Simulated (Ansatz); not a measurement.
## H2As–AsH, doublet: reading a ladder of total energies

Geometry: a PBE0/def2-TZVP stationary point for this spin, not checked as a minimum.

```yaml
atoms:
  - { symbol: As, position_ang: [0.0449, 0.0284, 1.2002] }
  - { symbol: As, position_ang: [-0.0206, -0.0401, -1.2193] }
  - { symbol: H, position_ang: [-1.2955, 0.7361, 1.3538] }
  - { symbol: H, position_ang: [-0.5789, -1.3514, 1.3532] }
  - { symbol: H, position_ang: [0.0639, 1.4846, -1.2822] }
```

Basis cc-pVDZ; Ansatz 0.2.0. Only valence electrons are correlated (noble-gas cores and the filled d shells of p-block atoms frozen), which leaves 13 electrons in 41 orbitals. Prefix R: restricted or restricted open-shell reference; prefix U: unrestricted. No spin–orbit coupling is included, and no scalar relativity.

Full CI isn't at hand for all of this; UCCSDT(Q) serves as the reference, and is uncertain by the last step of the cluster series or more.

UCCSD has a T1 diagnostic of 0.016 and a largest doubles amplitude of 0.07.

Runs differ by some tens of microhartree through their thresholds and, for an open shell, their frozen cores, so steps under 0.03 kcal/mol mean nothing.

```
    level  total energy (hartree)
      UHF            -4470.075972
     UMP2            -4470.279685
    UCCSD            -4470.319729
 UCCSD(T)            -4470.326792
   UCCSDT            -4470.327892
UCCSDT(Q)            -4470.328308
```

**Question.** What is the correlation energy at UCCSDT(Q), and what share of it do UMP2 and UCCSD(T) recover?

**Answer.** E(corr) = -4470.328308 − (-4470.075972) = -0.252336 hartree = -6.866 eV. UMP2: -0.203713 / -0.252336 = 80.73 %. UCCSD(T): -0.250820 / -0.252336 = 99.40 %.

**Question.** By how many kcal/mol does UCCSD(T) miss UCCSDT(Q) (1 hartree = 627.509 kcal/mol), and which steps make up the rest?

**Answer.** -4470.326792 − (-4470.328308) = 0.001516 hartree = 0.95 kcal/mol. Steps: UCCSDT − UCCSD(T) = -0.69, UCCSDT(Q) − UCCSDT = -0.26 kcal/mol. Differences between like states or geometries often cancel part of this.
